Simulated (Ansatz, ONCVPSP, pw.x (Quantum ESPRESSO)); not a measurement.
## From atom to crystal: ONCV potential for rhenium

Re (Z = 75), optimised norm-conserving Vanderbilt (ONCV), made with ONCVPSP 4.0.1.1 (patched build) (PBEsol, scalar-relativistic). Core [Kr] 4d10 4f14, reference 5s2 5p6 5d5 6s2. Waves: 5s+6s: rc 1.95 bohr, ncon 4, nbas 7, qcut 7.1 1/bohr, 2 projectors; 5p: rc 1.80 bohr, ncon 4, nbas 9, qcut 8.3 1/bohr, 2 projectors, debl 2.9 Ha; 5d: rc 2.65 bohr, ncon 4, nbas 8, qcut 6.3 1/bohr, 2 projectors, debl 1.2 Ha. Local part: polynomial inside 1.20 bohr (lpopt 5, dvloc0 0 Ha). Core correction: Teter function, fcfact 2.5, rcfact 1.4.

Crystal test: bcc Re in pw.x 7.5, no spin, 15³ k-points, Fermi–Dirac smearing 0.01 Ry, cutoffs 60/240 Ry. The reference is all-electron LAPW (Ansatz 0.2.0) with the same functional, mesh and smearing; V0 and B0 come from Birch–Murnaghan fits to the pressures at five volumes. Errors are pseudo minus all-electron; Δ is the rms difference of the E(V) curves that follow from these fits, minima aligned, over ±6 % about the mean V0. Mesh and smearing are coarse, so the numbers serve the comparison and aren't converged zero-temperature values; the lattice is a test structure that the element need not adopt.

All-electron: a0 = 3.087 Å (V0 = 14.71 Å³/atom), B0 = 377.2 GPa.

How far does the potential miss the all-electron equation of state?

mean pressure error (GPa): -5.80; a0 (Å): 3.071; a0 error (%): -0.51; B0 error (%): +0.5; Δ (meV/atom): 18.8. The largest radius (2.65 bohr) exceeds half the bond length (2.52 bohr), so the spheres overlap, which is one possible source of error among others. This is a poor potential for the solid.

```
V (Å³/atom)  P all-electron (GPa)  P pseudo (GPa)
     13.944                 22.77           15.70
     14.311                 11.06            4.71
     14.678                  0.85           -4.87
     15.045                 -8.06          -13.23
     15.412                -15.82          -20.51
```

At the middle volume, how do free energy and pressure move when the wave cutoff is lowered (ecutrho kept at four times it)?

```csv
cutoff (Ry),shift of F (meV/atom),shift of P (GPa)
27,+507.8,-10.06
36,+190.2,-6.08
48,+22.1,-1.56
```

Input at the middle volume:

```
&control
  calculation='scf', prefix='x', pseudo_dir='./', outdir='./tmp', tstress=.true., disk_io='none'
/
&system
  ibrav=0, nat=1, ntyp=1, ecutwfc=60, ecutrho=240, nbnd=15,
  occupations='smearing', smearing='fd', degauss=0.01
/
&electrons
  conv_thr=1e-09, mixing_beta=0.4, electron_maxstep=70
/
ATOMIC_SPECIES
Re 1.0 Re.UPF
CELL_PARAMETERS angstrom
  -1.54241875 1.54241875 1.54241875
  1.54241875 -1.54241875 1.54241875
  1.54241875 1.54241875 -1.54241875
ATOMIC_POSITIONS crystal
Re 0.0000 0.0000 0.0000
K_POINTS automatic
15 15 15 0 0 0
```

```bash
pw.x < Re.scf.in > Re.scf.out
```

Lines of the output:

```
Message from routine setup:
     using ibrav=0 with symmetry is DISCOURAGED, use correct ibrav instead
     lattice parameter (alat)  =       5.0485  a.u.
     unit-cell volume          =      99.0521 (a.u.)^3
     number of electrons       =        15.00
     number of Kohn-Sham states=           15
     kinetic-energy cutoff     =      60.0000  Ry
     charge density cutoff     =     240.0000  Ry
     scf convergence threshold =      1.0E-09
     Exchange-correlation= PBESOL
     number of k points=   120  Fermi-Dirac smearing, width (Ry)=  0.0100
     iteration #  1     ecut=    60.00 Ry     beta= 0.40
     total energy              =    -166.60006029 Ry
     estimated scf accuracy    <       0.03987219 Ry
     iteration #  2     ecut=    60.00 Ry     beta= 0.40
     total energy              =    -166.60105428 Ry
     estimated scf accuracy    <       0.00557883 Ry
     iteration #  3     ecut=    60.00 Ry     beta= 0.40
     total energy              =    -166.60168325 Ry
     estimated scf accuracy    <       0.00037862 Ry
     iteration #  4     ecut=    60.00 Ry     beta= 0.40
     total energy              =    -166.60170337 Ry
     estimated scf accuracy    <       0.00000330 Ry
     iteration #  5     ecut=    60.00 Ry     beta= 0.40
     total energy              =    -166.60170506 Ry
     estimated scf accuracy    <       0.00000029 Ry
     iteration #  6     ecut=    60.00 Ry     beta= 0.40
     total energy              =    -166.60170510 Ry
     estimated scf accuracy    <          8.7E-09 Ry
     iteration #  7     ecut=    60.00 Ry     beta= 0.40
     total energy              =    -166.60170510 Ry
     estimated scf accuracy    <          1.1E-09 Ry
     iteration #  8     ecut=    60.00 Ry     beta= 0.40
     the Fermi energy is    24.9161 ev
!    total energy              =    -166.60170510 Ry
     estimated scf accuracy    <          1.4E-10 Ry
     smearing contrib. (-TS)   =      -0.00502712 Ry
     The total energy is F=E-TS. E is the sum of the following terms:
     one-electron contribution =     -19.10581068 Ry
     hartree contribution      =      19.03994248 Ry
     xc contribution           =     -26.06802476 Ry
     ewald contribution        =    -140.46278501 Ry
     convergence has been achieved in   8 iterations
          total   stress  (Ry/bohr**3)                   (kbar)     P=      -48.74
     Message from routine punch:
     Nothing written, as per user request (disk_io='none')
```

The run at the middle volume (120 k-points, 8 iterations) took about 24 s on one core of a shared host (Neoverse-N1, 64 threads, 124 GiB, load 47).
